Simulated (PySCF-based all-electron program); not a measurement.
Results of a calculation; reference values are marked as such.
## Forces on P₄, singlet by several functionals

Method: all-electron DFT (in-house code on PySCF), basis-limit composite values; spin-free X2C, no spin–orbit coupling, spin-restricted. Forces are good to about 0.004 eV/Å. Atoms are numbered as listed.

```json
{"atom": "P", "x (Å)": "0.7814", "y (Å)": "0.7814", "z (Å)": "0.7814"}
{"atom": "P", "x (Å)": "0.7814", "y (Å)": "-0.7814", "z (Å)": "-0.7814"}
{"atom": "P", "x (Å)": "-0.7814", "y (Å)": "0.7814", "z (Å)": "-0.7814"}
{"atom": "P", "x (Å)": "-0.7814", "y (Å)": "-0.7814", "z (Å)": "0.7814"}
```

PBE forces:

| atom | Fx | Fy | Fz (eV/Å) |
| --- | --- | --- | --- |
| P1 | -0.044 | -0.044 | -0.044 |
| P2 | -0.044 | 0.044 | 0.044 |
| P3 | 0.044 | -0.044 | 0.044 |
| P4 | 0.044 | 0.044 | -0.044 |

Question: What forces does r2SCAN give?

Answer: The forces move by 0.481 eV/Å (r.m.s. over the atoms) from PBE.

```
atom      Fx      Fy  Fz (eV/Å)
  P1  -0.321  -0.321     -0.322
  P2  -0.321   0.321      0.321
  P3   0.321  -0.321      0.322
  P4   0.322   0.321     -0.321
```
